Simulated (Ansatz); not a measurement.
# CH5OSi: the cost of one run

The runs use Ansatz 0.2.0, Gaussian basis; PBE0-D4/def2-SVP.

## (1) The starting structure

SMILES `CO[SiH2+]`, 8 atoms, charge 1, spin multiplicity 1.

Atoms are counted from 1 here; the program's logs count them from 0.

Bond lengths: C1–O2 1.412 Å, C1–H4 1.090 Å, C1–H5 1.089 Å, C1–H6 1.091 Å, O2–Si3 1.543 Å, Si3–H7 1.450 Å, Si3–H8 1.449 Å. Angles: O2–C1–H4 109.0°, O2–C1–H5 109.5°, O2–C1–H6 108.7°, H4–C1–H5 110.2°, H4–C1–H6 109.7°, H5–C1–H6 109.7°, C1–O2–Si3 177.3°, O2–Si3–H7 117.1°, O2–Si3–H8 115.1°, H7–Si3–H8 127.8°.

Coordinates:

```xyz
8
CH5OSi
C    -0.5851    1.0875   -0.4380
O     0.0199   -0.1028    0.0226
Si    0.7371   -1.3633    0.5481
H    -1.1455    0.8712   -1.3478
H     0.1843    1.8316   -0.6386
H    -1.2629    1.4568    0.3331
H     2.0028   -1.1681    1.2284
H     0.0493   -2.6128    0.2922
```

## (2) Dynamics

md/in.yaml reads:

```yaml
crystal:
  periodic: [false, false, false]
  atoms:
    - {symbol: C, position_ang: [-0.585060, 1.087540, -0.438010]}
    - {symbol: O, position_ang: [0.019950, -0.102790, 0.022620]}
    - {symbol: Si, position_ang: [0.737130, -1.363290, 0.548090]}
    - {symbol: H, position_ang: [-1.145480, 0.871190, -1.347780]}
    - {symbol: H, position_ang: [0.184320, 1.831580, -0.638570]}
    - {symbol: H, position_ang: [-1.262910, 1.456770, 0.333080]}
    - {symbol: H, position_ang: [2.002760, -1.168140, 1.228410]}
    - {symbol: H, position_ang: [0.049290, -2.612850, 0.292170]}
basis:
  gaussian: {orbitals: def2-SVP}
total_charge: 1
hamiltonian: {xc: pbe0, dispersion: d4}
md: {n_steps: 30, timestep: 0.75, temperature: 500, ensemble: nvt_nose_hoover, seed: 191, initial_velocities: maxwell_boltzmann}
```

Run with:

```console
> ansatz run in.yaml --threads 2 --pin off --events-out ev --progress --plain --max-ram 3481MiB
```

What time and memory should one allow on 2 threads of Intel Xeon at 2.50GHz, shared host?

About 2.1 min, with a peak of 0.14 GiB.
